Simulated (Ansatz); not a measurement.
`C=C(F)CF` + H₂O → `C=C(O)F` + fluoromethane at 600 K and 1 bar (formal hydrolysis of a C–C bond).

Isolated molecules relaxed with PBE0-D4/def2-TZVP in Ansatz; ΔE leaves out vibrations. CCSD(T)/CBS is the MP2 limit (def2-TZVPP, def2-QZVPP) plus CCSD(T) − MP2 in def2-TZVPP, frozen cores. This one scheme is used for every species. Each species was taken in one conformer, which may not be the lowest.

| species | CCSD(T)/CBS energy (Eh) | H − E (kJ/mol) | S (J/(mol·K)) |
| --- | --- | --- | --- |
| `C=C(F)CF` | -316.10894 | 219.3 | 374.6 |
| H₂O | -76.37941 | 76.8 | 212.8 |
| `C=C(O)F` | -252.84296 | 167.8 | 343.1 |
| `CF` | -139.63461 | 127.6 | 254.6 |

H − E and S are ideal-gas, rigid-rotor, harmonic terms from PBE0-D4/def2-TZVP, for one conformer and one mirror image of each species. 1 Eh = 2625.50 kJ/mol, R = 8.31446 J/(mol·K).

Q: By hand: ΔE, ΔH, ΔS and ΔG.

A: ΔE = (-252.84296) + (-139.63461) − (-316.10894) − (-76.37941) = 0.01078 Eh = 28.3 kJ/mol. Δ(H − E) = 167.8 + 127.6 − 219.3 − 76.8 = -0.7, so ΔH = 27.6 kJ/mol. ΔS = 343.1 + 254.6 − 374.6 − 212.8 = 10.3 J/(mol·K). ΔG = 27.6 − 600 × (10.3)/1000 = 21.4 kJ/mol.

Q: By hand: the equilibrium constant, and the temperature at which ΔG would vanish if ΔH and ΔS stayed fixed.

A: log₁₀ K = −ΔG/(RT ln 10) = -1.9. ΔG = 0 at ΔH/ΔS = 2680 K, far beyond where these terms or the molecules hold.

The number of gas molecules stays the same, so ΔS is small and ΔH decides. A doubt of 5 kJ/mol in ΔE shifts log₁₀ K by 0.4 here. Other conformers and mirror images would add mixing entropy, several J/(mol·K) or more a flexible species. These are equilibria of isolated gas molecules and say nothing of rates. Largest T1 diagnostic: 0.012 (customary marks: 0.02 for closed shells, 0.045 for open ones).
